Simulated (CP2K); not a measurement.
# A workflow on Si2H6O (disiloxane)

Aim: the vertical excitations (PBE/SZV-GTH), then the vertical excitations (PBE/DZVP-GTH), then the vertical excitations (PBE/TZVP-GTH), then the vertical excitations (PBE/TZV2P-GTH), then the excited states (PBE/QZV2P-GTH) of Si2H6O (disiloxane). 

The calculation is run with CP2K 2026.2.

## (1) The structure to begin with

Si2H6O has 9 atoms, charge 0, and is taken as a singlet. As SMILES, `[SiH3]O[SiH3]`. Geometry: relaxed at GFN2-xTB.

Bond lengths: Si1–O2 1.617 Å, O2–Si3 1.617 Å, Si1–H4 1.462 Å, Si1–H5 1.460 Å, Si1–H6 1.462 Å, Si3–H7 1.461 Å, Si3–H8 1.462 Å, Si3–H9 1.462 Å. Some angles: Si1–O2–Si3 168.9°, O2–Si1–H4 107.3°, O2–Si1–H5 105.4°, O2–Si1–H6 107.5°, O2–Si3–H7 105.3°, O2–Si3–H8 107.4°, O2–Si3–H9 107.4°, H4–Si1–H5 112.4°, H4–Si1–H6 111.6°, H5–Si1–H6 112.3°.

## (2) The excited states at PBE/SZV-GTH (core potential, dipole form LENGTH) (run 1)

The input, mol.inp:

```
&FORCE_EVAL
 METHOD QUICKSTEP
 &DFT
  BASIS_SET_FILE_NAME GTH_BASIS_SETS
  POTENTIAL_FILE_NAME GTH_POTENTIALS
  &QS
   METHOD GPW
   EPS_DEFAULT 1.0E-10
  &END QS
  ! plane-wave cutoff in Ry
  &MGRID
   CUTOFF 400
   REL_CUTOFF 50
   NGRIDS 4
  &END MGRID
  ! isolated system
  &POISSON
   PERIODIC NONE
   POISSON_SOLVER WAVELET
  &END POISSON
  &SCF
   SCF_GUESS ATOMIC
   EPS_SCF 1.0E-06
   MAX_SCF 30
   &OT
    MINIMIZER DIIS
    PRECONDITIONER FULL_ALL
   &END OT
   &OUTER_SCF
    EPS_SCF 1.0E-06
    MAX_SCF 8
   &END OUTER_SCF
  &END SCF
  ! functional
  &XC
   &XC_FUNCTIONAL
    &GGA_X_PBE
    &END GGA_X_PBE
    &GGA_C_PBE
    &END GGA_C_PBE
   &END XC_FUNCTIONAL
  &END XC
  &PRINT
   &MOMENTS
    PERIODIC F
    REFERENCE COM
    MAX_MOMENT 1
   &END MOMENTS
   &MO_CUBES
    NLUMO 5
    NHOMO -1
    WRITE_CUBE F
   &END MO_CUBES
   &HIRSHFELD OFF
   &END HIRSHFELD
  &END PRINT
 &END DFT
 ! atoms, cell and kinds
 &SUBSYS
  &CELL
   ABC 12.6 12.6 12.6
   PERIODIC NONE
  &END CELL
  &COORD
   UNIT bohr
   Si    -1.4312030     2.0313044    -1.7533257
   O      0.2604043     0.0510037    -0.1543717
   Si     1.4513286    -2.0284131     1.7422519
   H     -3.3992016     0.5801459    -3.0394166
   H      0.3164346     3.2260649    -3.5219015
   H     -2.5069107     3.8392810     0.0371520
   H      4.1344184    -2.1431573     1.1032977
   H      0.1519718    -4.4188978     1.2649827
   H      1.0227576    -1.1373317     4.3213312
  &END COORD
  &TOPOLOGY
   &CENTER_COORDINATES
   &END CENTER_COORDINATES
  &END TOPOLOGY
  &KIND Si
   BASIS_SET SZV-GTH-q4
   POTENTIAL GTH-PBE-q4
  &END KIND
  &KIND O
   BASIS_SET SZV-GTH-q6
   POTENTIAL GTH-PBE-q6
  &END KIND
  &KIND H
   BASIS_SET SZV-GTH-q1
   POTENTIAL GTH-PBE-q1
  &END KIND
 &END SUBSYS
 &PROPERTIES
  ! excited states
  &TDDFPT
   NSTATES 4
   MAX_ITER 50
   CONVERGENCE [eV] 1.0E-04
   &DIPOLE_MOMENTS
    DIPOLE_FORM LENGTH
   &END DIPOLE_MOMENTS
  &END TDDFPT
 &END PROPERTIES
&END FORCE_EVAL

&GLOBAL
 PROJECT mol
 RUN_TYPE ENERGY
 PRINT_LEVEL MEDIUM
&END GLOBAL
```

Launch:

```bash
$ OMP_NUM_THREADS=2 cp2k.psmp mol.inp > mol.out
```

Log, shortened:

```text
CP2K| version string:                                       CP2K version 2026.2
[...]
 GLOBAL| Method name                                                        CP2K
[...]
 GLOBAL| Run type                                                         ENERGY
[...]
 DFT| Spin restricted Kohn-Sham (RKS) calculation                            RKS
 DFT| Multiplicity                                                             1
[...]
 DFT| Charge                                                                   0
[...]
 FUNCTIONAL| GGA_X_PBE:
[...]
 FUNCTIONAL| GGA_C_PBE:
[...]
 QS| Method:                                                                 GPW
[...]
 QS| Density cutoff [a.u.]:                                                200.0
[...]
 QS| Relative density cutoff [a.u.]:                                        25.0
[...]
                             - Atoms:                                          9
[...]
                             - Spherical basis functions:                     18
[...]
 Number of electrons:                                                         20
[...]
     1 OT DIIS     0.15E+00    5.5     0.28326230       -25.9985966202 -2.60E+01
[...]
    22 OT DIIS     0.15E+00    4.8     0.00000098       -27.1084564873 -1.83E-11
  *** SCF run converged in    22 steps ***
[...]
  Overlap energy of the core charge distribution:               0.00000011616073
  Self energy of the core charge distribution:                -70.50503568849727
  Core Hamiltonian energy:                                     19.16080971951556
  Hartree energy:                                              32.07365474096165
  Exchange-correlation energy:                                 -7.83788537545923
  Total energy:                                               -27.10845648731856
[...]
                     Mulliken Population Analysis
 #  Atom  Element  Kind  Atomic population                           Net charge
       1     Si       1          3.229611                              0.770389
       2     O        2          6.881485                             -0.881485
       3     Si       1          3.229777                              0.770223
       4     H        3          1.110911                             -0.110911
       5     H        3          1.107666                             -0.107666
       6     H        3          1.111160                             -0.111160
       7     H        3          1.107216                             -0.107216
       8     H        3          1.110942                             -0.110942
       9     H        3          1.111231                             -0.111231
 # Total charge                             20.000000                 -0.000000
[...]
  Dipole moment [Debye]
    X= -0.1806827E+00 Y= -0.3957339E-01 Z=  0.1105661E+00  Total=      0.2154928
[...]
 HOMO - LUMO gap [eV] :    7.572559
[...]
 TDDFPT|                               1        18        10         8        18
[...]
 TDDFPT|      1       7.99639  -8.4139E-02 -2.2418E-02  4.0217E-02   1.80223E-03
 TDDFPT|      2       8.03011  -1.0894E-02 -5.0017E-02 -5.1003E-02   1.02730E-03
 TDDFPT|      3       9.20190   4.3239E-03 -6.1900E-03  4.7481E-03   1.79354E-05
 TDDFPT|      4       9.23422   7.9737E-02 -1.1033E-01  9.4111E-02   6.19615E-03
[...]
 ENERGY| Total FORCE_EVAL ( QS ) energy [hartree]            -27.108456487318563
[...]
```

Run time: 3.5 min. Hardware: 2 threads of Intel Xeon Platinum 8375C at 2.90GHz (Ice Lake), shared host; peak memory 2 GiB.

The roots found:

| excited state | energy (eV) | strength |
| --- | --- | --- |
| 1 | 7.996 | 0.0018 |
| 2 | 8.030 | 0.0010 |
| 3 | 9.202 | 0.0000 |
| 4 | 9.234 | 0.0062 |

## (3) The vertical excitations at PBE/DZVP-GTH (core potential, dipole form LENGTH) (run 2)

The input, run.inp:

```
&GLOBAL
  PROJECT_NAME run
  RUN_TYPE ENERGY
  PRINT_LEVEL MEDIUM
&END GLOBAL
&FORCE_EVAL
  METHOD QS
  &DFT
    BASIS_SET_FILE_NAME GTH_BASIS_SETS
    POTENTIAL_FILE_NAME GTH_POTENTIALS
    &QS
      METHOD GPW
      EPS_DEFAULT 1.0E-10
    &END QS
    &MGRID
      CUTOFF 400
      REL_CUTOFF 50
      NGRIDS 4
    &END MGRID
    &POISSON
      PERIODIC NONE
      POISSON_SOLVER WAVELET
    &END POISSON
    # SCF settings
    &SCF
      SCF_GUESS ATOMIC
      EPS_SCF 1.0E-06
      MAX_SCF 30
      &OT
        MINIMIZER DIIS
        PRECONDITIONER FULL_ALL
      &END OT
      &OUTER_SCF
        EPS_SCF 1.0E-06
        MAX_SCF 8
      &END OUTER_SCF
    &END SCF
    &XC
      &XC_FUNCTIONAL
        &GGA_X_PBE
        &END GGA_X_PBE
        &GGA_C_PBE
        &END GGA_C_PBE
      &END XC_FUNCTIONAL
    &END XC
    # extra output
    &PRINT
      &MOMENTS
        PERIODIC F
        REFERENCE COM
        MAX_MOMENT 1
      &END MOMENTS
      &MO_CUBES
        NLUMO 5
        NHOMO -1
        WRITE_CUBE F
      &END MO_CUBES
      &HIRSHFELD OFF
      &END HIRSHFELD
    &END PRINT
  &END DFT
  # structure
  &SUBSYS
    # vacuum box
    &CELL
      ABC 12.6 12.6 12.6
      PERIODIC NONE
    &END CELL
    &COORD
      UNIT bohr
      Si    -1.4312030     2.0313044    -1.7533257
      O      0.2604043     0.0510037    -0.1543717
      Si     1.4513286    -2.0284131     1.7422519
      H     -3.3992016     0.5801459    -3.0394166
      H      0.3164346     3.2260649    -3.5219015
      H     -2.5069107     3.8392810     0.0371520
      H      4.1344184    -2.1431573     1.1032977
      H      0.1519718    -4.4188978     1.2649827
      H      1.0227576    -1.1373317     4.3213312
    &END COORD
    &TOPOLOGY
      &CENTER_COORDINATES
      &END CENTER_COORDINATES
    &END TOPOLOGY
    &KIND Si
      BASIS_SET DZVP-GTH-q4
      POTENTIAL GTH-PBE-q4
    &END KIND
    &KIND O
      BASIS_SET DZVP-GTH-q6
      POTENTIAL GTH-PBE-q6
    &END KIND
    &KIND H
      BASIS_SET DZVP-GTH-q1
      POTENTIAL GTH-PBE-q1
    &END KIND
  &END SUBSYS
  &PROPERTIES
    # excited states
    &TDDFPT
      NSTATES 4
      MAX_ITER 50
      CONVERGENCE [eV] 1.0E-04
      &DIPOLE_MOMENTS
        DIPOLE_FORM LENGTH
      &END DIPOLE_MOMENTS
    &END TDDFPT
  &END PROPERTIES
&END FORCE_EVAL
```

Launch:

```bash
$ OMP_NUM_THREADS=2 cp2k.psmp -i run.inp -o run.out
```

Log, shortened:

```text
CP2K| version string:                                       CP2K version 2026.2
[...]
 GLOBAL| Method name                                                        CP2K
[...]
 GLOBAL| Run type                                                         ENERGY
[...]
 DFT| Spin restricted Kohn-Sham (RKS) calculation                            RKS
 DFT| Multiplicity                                                             1
[...]
 DFT| Charge                                                                   0
[...]
 FUNCTIONAL| GGA_X_PBE:
[...]
 FUNCTIONAL| GGA_C_PBE:
[...]
 QS| Method:                                                                 GPW
[...]
 QS| Density cutoff [a.u.]:                                                200.0
[...]
 QS| Relative density cutoff [a.u.]:                                        25.0
[...]
                             - Atoms:                                          9
[...]
                             - Spherical basis functions:                     69
[...]
 Number of electrons:                                                         20
[...]
     1 OT DIIS     0.15E+00    5.9     0.15209586       -26.0037554712 -2.60E+01
[...]
    22 OT DIIS     0.15E+00    6.9     0.00000078       -27.4020998230 -3.45E-11
  *** SCF run converged in    22 steps ***
[...]
  Overlap energy of the core charge distribution:               0.00000011616073
  Self energy of the core charge distribution:                -70.50503568849727
  Core Hamiltonian energy:                                     19.63148164162068
  Hartree energy:                                              31.60648984795365
  Exchange-correlation energy:                                 -8.13503574019319
  Total energy:                                               -27.40209982295539
[...]
  Dipole moment [Debye]
    X= -0.1870342E+00 Y= -0.3940321E-01 Z=  0.1136765E+00  Total=      0.2223887
[...]
 HOMO - LUMO gap [eV] :    6.091174
[...]
 TDDFPT|                               1        69        10        59        69
[...]
 TDDFPT|      1       6.19804  -4.0600E-02 -1.5013E-02  1.5615E-02   3.21544E-04
 TDDFPT|      2       6.21763   5.4221E-03  4.0655E-02  4.2671E-02   5.33610E-04
 TDDFPT|      3       7.34605  -5.3865E-02  7.4833E-02 -6.4106E-02   2.26965E-03
 TDDFPT|      4       7.35700   1.5434E-02 -2.1511E-02  1.8229E-02   1.86233E-04
[...]
 ENERGY| Total FORCE_EVAL ( QS ) energy [hartree]            -27.402099822955392
[...]
```

Run time: 3 min. Hardware: 2 threads of Intel Xeon Platinum 8375C at 2.90GHz (Ice Lake), shared host; peak memory 2 GiB.

The roots found:

| excited state | energy (eV) | strength |
| --- | --- | --- |
| 1 | 6.198 | 0.0003 |
| 2 | 6.218 | 0.0005 |
| 3 | 7.346 | 0.0023 |
| 4 | 7.357 | 0.0002 |

(Part 1 of 2 ends here.)
